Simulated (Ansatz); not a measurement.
**H4N2, singlet: energies of several shapes or isomers**

Program: Ansatz, Gaussian basis, development build; NEVPT3, MRCISD by development code. Basis cc-pVTZ, nonrelativistic, 2 orbitals frozen in the corrections; active space CAS(2,2). Restricted Hartree–Fock, then the lowest state-specific CASSCF solution met for each case. Coupled cluster stands on the determinant that it favours, not always the lowest RHF. Single-reference values can break down or jump between states where bonds are stretched. Unlike active orbitals can shift such differences by tenths of an eV, at times by over 1 eV.

Case A:

```xyz
6

N    -0.0777   -0.0942   -1.0743
N    -0.0777    0.0942    1.0743
H     0.8479   -0.3372   -1.4282
H    -0.3041    0.8253   -1.4421
H     0.8479    0.3372    1.4282
H    -0.3041   -0.8253    1.4421
```

Case B:

```xyz
6

N     0.1031    0.0777    0.7115
N    -0.1031    0.0777   -0.7115
H     0.3656   -0.8479    1.0512
H    -0.7942    0.3041    1.1306
H    -0.3656   -0.8479   -1.0512
H     0.7942    0.3041   -1.1306
```

Energy less that of case A, in eV:

```tsv
case	RHF/ROHF	CASSCF	CCSD(T)	SC-NEVPT2	FIC-NEVPT2	NEVPT3
B	-3.539	-1.993	-2.430	-2.471	-2.469	-2.290
```

What does MRCISD+Q give for these differences?

B: -2.383 eV (-55.0 kcal/mol).
